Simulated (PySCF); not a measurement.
trifluoromethane (CHF₃), SMILES FC(F)F. Heavy atoms are numbered as in [F:1][CH:2]([F:3])[F:4]. Hydrogens are named by the atom that carries them.

Geometry: B3LYP-D3(BJ)/def2-TZVP.

All values below come from HF/pcSseg-2 (PySCF).

GIAO shieldings, no solvent; atoms alike by connectivity are averaged. δ = σ(ref) − σ: ¹⁹F against CFCl3 (σ = 237.3 ppm); ¹³C against TMS (σ = 193.3 ppm); ¹H against TMS (σ = 31.98 ppm), references at their B3LYP-D3(BJ)/def2-TZVP geometries, non-relativistic.

| atoms | nucleus | count | δ (ppm) |
|---|---|---|---|
| F1 | ¹⁹F | 3 | -62.0 |
| C2 (CH) | ¹³C | 1 | ___ |
| H on C2 | ¹H | 1 | 6.03 |

Fill in the missing entries. (Estimate from the structure and the level; the computed values follow.)


- C2 (CH), δ (ppm): 112.7
